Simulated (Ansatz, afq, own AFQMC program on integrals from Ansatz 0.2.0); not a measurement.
## Where AFQMC and coupled cluster stand for GeNH2, quartet

```xyz
4

Ge   -0.0346    0.0000    0.2958
N     0.0724    0.0000   -1.6458
H     0.7424   -1.2582    0.7751
H     0.7424    1.2582    0.7751
```

Connectivity, by distances: GeH2–N.

Basis cc-pVDZ. Only valence electrons are correlated. AFQMC by an in-house program on the Cholesky factors that Ansatz 0.2.0 writes for its CCSD(T) run. ph-AFQMC/CISD is guided by a CISD state made of CCSD amplitudes; releasing the constraint for a short imaginary time cuts its bias at the price of noise, slowly where states lie close. Free projection: walkers drawn from exp(T), propagated without any constraint. Its projection time is finite, and what remains of the start isn't in its error. ± is one standard error of the sampling. No spin–orbit coupling.

Determinant: UHF, the one that the program's search chose, which needn't be the lowest solution. The geometry is a point of a scan.

No full CI on the walks' own integrals is used here; CCSDT(Q) serves as the reference and is uncertain by about the last step of the cluster series.

Cautions: no relativity below Rb; no spin-orbit coupling; inner d shell frozen; lower spins were not checked.

- T1 diagnostic: 0.0192
- weight of the determinant in the CISD state: 0.895
- ⟨S²⟩ of the determinant: 3.779
- size of the correlated space: 11 electrons in 36 orbitals

Reference: CCSDT(Q), correlation energy -5.918 eV. The released energy is read at 2.40 1/Eh (meV from the phaseless value at times in 1/Eh: -6 ± 12 at 0.24, -12 ± 11 at 0.51, -17 ± 9 at 0.99, 5 ± 11 at 1.62, 5 ± 14 at 2.40).

```
         level  E − E(reference) (kJ/mol)  share of correlation (%)
            HF                      571.0                      0.00
           MP2                      114.7                     79.91
          CCSD                       16.5                     97.12
       CCSD(T)                        3.9                     99.32
         CCSDT                        0.8                     99.85
   ph-AFQMC/HF                  8.0 ± 3.6                     98.59
 ph-AFQMC/CISD                  0.9 ± 1.0                     99.85
released AFQMC                  1.3 ± 1.4                     99.77
    free AFQMC                  1.1 ± 1.0                     99.81
```

Free projections are given only where their last times agree within the noise and don't stop above the reference; a slow remainder of the start can still hide under it. A walk keeps the symmetry of its determinant, which the program's search chose and which needn't be the lowest solution, so a lower state of the same spin and another symmetry isn't excluded. Released energies are given only where the last usable release times agree within the noise; a slower fall can still hide under it.
